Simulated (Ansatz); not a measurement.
Species: CH2O2, SMILES `O=CO` (O–C–O–H torsion 0°) (charge 0, multiplicity 1), formula CH$_{2}$O$_{2}$.

**Question.** How many basis functions does frozen-core CCSD(T)/cc-pVTZ // PBE0-D3(BJ)/def2-TZVP in Ansatz (a quantum-chemistry and plane-wave program) use, how many core orbitals are frozen, and how many electrons are correlated?

**Answer.** 118 basis functions and 3 frozen orbitals, which leaves 18 correlated electrons. Core time is of the order of seconds.
